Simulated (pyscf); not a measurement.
## Addition across a multiple bond or ene-type step: `[BH]=[NH]` + `[H][H]` → `[BH2][NH2]`

Gas phase, singlet surface, charge 0. Bonds broken: H5–H6. Bonds formed: B1–H6, N2–H5. PySCF, gas phase, ωB97X-D3(BJ)/def2-SVP geometries.

Transition state (Å):

```xyz
6

B     -0.6026    -0.5442    -0.0116
N     -1.8281    -0.0050     0.1702
H      0.2702    -1.1987     0.5000
H     -2.3188    -0.1480     1.0532
H     -0.8019     0.6181    -0.6675
H     -0.1227     0.0942    -1.1399
```

One imaginary mode, 1471i cm⁻¹; descent along it reached the two sides named.

| bond | change | reactant side (Å) | saddle | product side |
|---|---|---|---|---|
| H5–H6 | breaks | 0.761 | 0.979 | 2.544 |
| B1–H6 | forms | 4.1 | 1.382 | 1.211 |
| N2–H5 | forms | 2.8 | 1.464 | 1.013 |

Electronic energies relative to the separated reactants (kcal/mol):

```csv
level,barrier,reaction energy,reverse barrier
ωB97X-D3(BJ)/def2-TZVP,39.0,-40.9,79.9
PBE/def2-TZVP,32.6,-38.5,71.1
r²SCAN/def2-TZVP,35.2,-39.5,74.7
B3LYP-D3(BJ)/def2-TZVP,39.7,-38.0,77.6
PBE0-D3(BJ)/def2-TZVP,33.8,-42.5,76.3
M06-2X/def2-TZVP,40.3,-38.7,79.0
ωB97M-D3(BJ)/def2-TZVP,39.2,-38.8,78.0
HF/def2-TZVP,51.4,-42.1,93.5
```

With ωB97M-D3(BJ)/def2-TZVP energies and thermal terms (ideal gas, 1 atm, RRHO with modes under 100 cm⁻¹ raised to 100, one conformer, R ln 2 for chiral ones without a mode under 150 cm⁻¹), in kcal/mol:

| T (K) | ΔH‡ | ΔG‡ | ΔH | ΔG |
|---|---|---|---|---|
| 298 | 40.3 | 47.2 | -33.0 | -25.2 |
| 600 | 38.8 | 54.8 | -34.4 | -16.6 |
| 900 | 38.1 | 63.0 | -35.0 | -7.5 |
| 1200 | 37.8 | 71.4 | -35.1 | +1.6 |

At the saddle there is also a short B–H contact that neither side keeps. This is the saddle that the search found; another between the same sides may lie lower.
